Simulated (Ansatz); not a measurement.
Input for Ansatz (development build ahead of 0.2.0):

```yaml
crystal:
  periodic: [false, false, false]
  atoms:
    - { symbol: H, position_ang: [0.0, 0.0, 0.0] }
    - { symbol: F, position_ang: [0.0, 0.0, 1.38] }
basis:
  gaussian: { orbitals: pcseg-2 }
magnetization:
  spin_polarized: true
hamiltonian:
  xc: hf
```

The input is written out in the form of the current development build from the run's settings.

Results

```json
{"Converged": "yes", "Total energy": "-99.94825 hartree", "Spin squared of the determinant": "0.261", "Stability test": "minimum"}
```

Caution: the unrestricted determinant is spin contaminated.
